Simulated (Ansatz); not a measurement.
Fluorite SrCl₂ was calculated with PBE (Ansatz, an electronic-structure program, PAW).

Run with plane-wave cutoff 520 eV, 8×8×8 k mesh, Fermi–Dirac smearing 0.01 eV, scalar-relativistic PAW data made under PBE.

Properties against volume:

| V (Å³/atom) | P (GPa) | direct gap at Γ (eV) | smallest gap on the k mesh (eV) |
|---|---|---|---|
| 27.345 | 2.39 | 5.826 | 5.478 |
| 27.927 | 1.51 | 5.734 | 5.395 |
| 28.509 | 0.71 | 5.646 | 5.314 |
| 29.091 | 0.00 | 5.560 | 5.236 |
| 29.672 | -0.64 | 5.476 | 5.160 |
| 30.254 | -1.21 | 5.395 | 5.086 |
| 30.836 | -1.72 | 5.317 | 5.015 |

The fundamental gap (5.24 eV at the equilibrium volume, with added k points) lies elsewhere than Γ–Γ.

Measured, for comparison: band gap 7.5 eV (temperature not stated, no zero-point or thermal correction; as tabulated in Aguado et al. (1999), arXiv:cond-mat/9901145).

Spin–orbit coupling is not included.
